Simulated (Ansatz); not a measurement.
# NaSi+ (triplet): the correlation ladder, def2-QZVPP

An exercise on one series of results from a longer session: the logs are not shown, and one member is left open.

The runs use Ansatz 0.2.0, Gaussian basis; def2-QZVPP, core rule «outside noble gas», up to 10 orbitals frozen.

The runs, in order: UHF; ROHF; CCSD(T) on UHF.

2 further runs of the same task are left out: 2 set aside as unsound or not needed.

**The geometry**

The geometry is a PBE0/def2-TZVP stationary point (not a proven minimum) of the parent state, kept for this charge and spin.

2 atoms, charge 1, spin multiplicity 3.

Atoms are counted from 1 here; the program's logs count them from 0.

Bond lengths: Si1–Na2 2.772 Å.

As a file:

```xyz
2
NaSi
Si    0.0000    0.0000    0.0000
Na    0.0000    0.0000    2.7717
```

Set-up of the first run:

Contents of in.yaml:

```yaml
crystal:
  periodic: [false, false, false]
  atoms:
    - {symbol: Si, position_ang: [0.000000, 0.000000, 0.000000]}
    - {symbol: Na, position_ang: [0.000000, 0.000000, 2.771700]}
basis:
  gaussian: {orbitals: "def2-QZVPP.json"}
total_charge: 1
magnetization: {spin_polarized: true, initial_magnetization: 2}
hamiltonian: {xc: hf}
output: {orbitals: {seedname: orbitals}}
```

Run with:

```bash
$ ansatz run in.yaml --threads 1 --pin off --events-out ev --progress --plain --max-ram 2393MiB
```

Among the steps run: UHF; ROHF; CCSD(T) on UHF.

One table of the session follows, with a row left open; its other results are not shown here.

```
  method  from UCCSD(T) (kJ/mol)
    ROHF                  +219.2
     UHF                  +207.6
    UMP2                   +50.6
   UCCSD                       ?
UCCSD(T)                       0
```

**Question.** Estimate the row for UCCSD.

As computed: from UCCSD(T) (kJ/mol): +7.4. In the column «from UCCSD(T) (kJ/mol)» it lies between UCCSD(T) (0) and UMP2 (+50.6).
